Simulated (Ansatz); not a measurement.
## H2As–AsH, doublet in cc-pVDZ: errors against UCCSDT(Q)

Geometry: displaced at random from a stationary point.

```xyz
5

As    0.1271    0.0257    1.1949
As   -0.1033   -0.0345   -1.2130
H    -1.3017    0.7093    1.3519
H    -0.5020   -1.4335    1.3695
H     0.0378    1.3834   -1.3688
```

Basis cc-pVDZ; Ansatz 0.2.0. Only valence electrons are correlated (noble-gas cores and the filled d shells of p-block atoms frozen), which leaves 13 electrons in 41 orbitals. R marks a restricted (for open shells ROHF) determinant, U an unrestricted one. No spin–orbit coupling is included, and no scalar relativity.

Full CI isn't at hand for all of this; UCCSDT(Q) serves as the reference, and is uncertain by about the last step of the cluster series.

```
UHF ⟨S²⟩                          : 0.765
T1 diagnostic (RCCSD)             : 0.0181
largest doubles amplitude (RCCSD) : 0.073
T1 diagnostic (UCCSD)             : 0.0153
```

Q: From what is known of these methods and the diagnostics, rank them by the size of their error in total energy against UCCSDT(Q) in cc-pVDZ, smallest first (an estimate: the text doesn't fix the numbers).
A. UHF
B. UCCSD(T)
C. UMP2
D. UCCSDT
E. UCCSD

A: D (0.43 mEh), B (1.52 mEh), E (8.66 mEh), C (48.96 mEh), A (252.94 mEh).

All errors are against UCCSDT(Q) in cc-pVDZ. Within each family the higher level lies nearer, as is usual though not guaranteed.
